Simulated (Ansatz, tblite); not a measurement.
# The cluster Cu₂Cl₂: a ladder of methods and basis sets

Aim: run the singlet of the cluster Cu₂Cl₂ at one geometry on many levels, and compare frontier levels, spin and run time.

Method: as each input shows; program: Ansatz 0.2.0, Gaussian basis.

Levels to be run: GFN1-xTB, GFN2-xTB, PBE-D4/def2-TZVP, r2SCAN-D4/def2-TZVP, BLYP-D4/def2-TZVP, BHLYP-D4/def2-TZVP, PBE-D4/def2-SVP, PBE0-D4/def2-SVP, HF/STO-3G, PBE0-D4/def2-TZVPD, PBE-D4/def2-TZVPD, r2SCAN-D4/def2-TZVPD, CCSD(T)/def2-TZVPP, MP2/def2-TZVP, RPA/def2-TZVP.

3 further runs of the same task are left out: 3 set aside as unsound or not needed. Runs told in other sessions of the task aren't counted.

## Step 1: The geometry

The singlet was relaxed beforehand with r2SCAN-D4/def2-SVP. At that level it is the lowest of the isomers that a small search found.

4 atoms, charge 0, spin multiplicity 1.

Bond lengths: Cu1–Cl3 2.263 Å, Cu1–Cl4 2.262 Å, Cu2–Cl3 2.263 Å, Cu2–Cl4 2.263 Å. Angles: Cl3–Cu1–Cl4 119.6°, Cl3–Cu2–Cl4 119.5°, Cu1–Cl3–Cu2 60.4°, Cu1–Cl4–Cu2 60.4°.

As a file:

```xyz
4

Cu   -0.8864   -0.6329   -0.3324
Cu    0.8867    0.6331    0.3326
Cl   -0.2857    1.1975   -1.5190
Cl    0.2854   -1.1977    1.5188
```

No spin-orbit coupling is included.

PBE0-D4/def2-TZVP was run before; its log isn't repeated, and its numbers join the tables.

## Step 2: GFN1-xTB

Tight binding, by tblite at 300 K electronic temperature and without a spin-polarisation term:

```python
tblite.interface.Calculator('GFN1-xTB', numbers, positions, charge=0, uhf=0).singlepoint()
```

Energy -478.9295 eV, HOMO -11.66 eV, LUMO -7.67 eV; 0.004 s.

## Step 3: GFN2-xTB

Tight binding, by tblite at 300 K electronic temperature and without a spin-polarisation term:

```python
tblite.interface.Calculator('GFN2-xTB', numbers, positions, charge=0, uhf=0).singlepoint()
```

Energy -461.5416 eV, HOMO -10.51 eV, LUMO -4.31 eV; 0.003 s.

## Step 4: PBE-D4/def2-TZVP

start.molden holds the orbitals of an earlier run on this state, given as this run's starting guess.

Input file in.yaml:

```yaml
crystal:
  periodic: [false, false, false]
  atoms:
    - {symbol: Cu, position_ang: [-0.886356, -0.632854, -0.332370]}
    - {symbol: Cu, position_ang: [0.886718, 0.633071, 0.332575]}
    - {symbol: Cl, position_ang: [-0.285731, 1.197479, -1.519027]}
    - {symbol: Cl, position_ang: [0.285359, -1.197686, 1.518821]}
basis:
  gaussian: {orbitals: def2-TZVP, initial_orbitals: start.molden}
hamiltonian: {xc: pbe, dispersion: d4}
scf: {omitted_lower_state_checks: [starts]}
output: {orbitals: {seedname: orbitals}}
```

Launch:

```bash
$ ansatz run in.yaml --threads 4 --pin off --events-out ev --progress --plain --max-ram 4787MiB
```

Further steps of the session: r2SCAN-D4/def2-TZVP; BLYP-D4/def2-TZVP; BHLYP-D4/def2-TZVP; PBE-D4/def2-SVP; PBE0-D4/def2-SVP; HF/STO-3G; PBE0-D4/def2-TZVPD; PBE-D4/def2-TZVPD; r2SCAN-D4/def2-TZVPD; CCSD(T)/def2-TZVPP; MP2/def2-TZVP; RPA/def2-TZVP.

Before running them: what should the planned runs give, taken together? Wanted: gap in def2-TZVP, named functionals, smallest and largest; correlation energy, CCSD(T)/def2-TZVPP; correlation energy, MP2/def2-TZVP; binding an atom, CCSD(T)/def2-TZVPP; PBE0 total energy, smallest basis above largest.

As calculated:

```
                                                 quantity                                  value
gap in def2-TZVP, named functionals, smallest and largest  2.52 eV (BLYP-D4), 7.60 eV (BHLYP-D4)
                   correlation energy, CCSD(T)/def2-TZVPP                              -36.72 eV
                        correlation energy, MP2/def2-TZVP                              -33.50 eV
                      binding an atom, CCSD(T)/def2-TZVPP                               2.350 eV
          PBE0 total energy, smallest basis above largest        21.76 eV (def2-SVP, def2-TZVPD)
```

**Reading.** Orbital gaps of the named functionals in def2-TZVP span 2.52 eV (BLYP-D4) to 7.60 eV (BHLYP-D4); exact exchange widens it. The functionals in def2-TZVP miss CCSD(T)/def2-TZVPP by -0.124 (BHLYP-D4) to +0.143 eV (r2SCAN-D4) an atom. CCSD(T)/def2-TZVPP isn't at the basis-set limit; small misses against it rank nothing.
